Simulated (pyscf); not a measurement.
`[OH2]` + `[OH][SiH][F]` [doublet] → `[OH][SiH][OH]` [doublet] + `[FH]`, a four-centre exchange (doublet surface; H–O, F–Si broken, O–Si, F–H formed). Single points on ωB97X-D3(BJ)/def2-SVP structures (PySCF, gas phase). Energies in kcal/mol from the separated reactants.

AM1 to PM7: differences of heats of formation from MOPAC, which are fitted to 298 K values and so differ in kind from electronic energies by zero-point and thermal terms. Open shells are spin-unrestricted. 

Task: In single points PM7 puts the saddle at 55.2 kcal/mol and the reaction energy at +18.5 kcal/mol. Should these be trusted to within a few kcal/mol? Compare with ωB97M-D3(BJ)/def2-TZVP.

Result: ωB97M-D3(BJ)/def2-TZVP gives ΔE‡ = 21.0 kcal/mol and ΔE = +10.3 kcal/mol. PM7 lies 34.3 kcal/mol over it in the barrier and 8.2 kcal/mol over it in the reaction energy, so on this step it does not hold to within 3.0 kcal/mol. ωB97M-D3(BJ)/def2-TZVP has limits of its own. On the reactant side the descent ends in a complex (not fully relaxed), 7.7 kcal/mol under the separated species and 29.2 kcal/mol under the saddle at ωB97X-D3(BJ)/def2-TZVP. On the product side the descent ends in a complex, 6.3 kcal/mol under the separated species and 18.0 kcal/mol under the saddle at ωB97X-D3(BJ)/def2-TZVP. One saddle was located; it need not be the lowest between these sides.
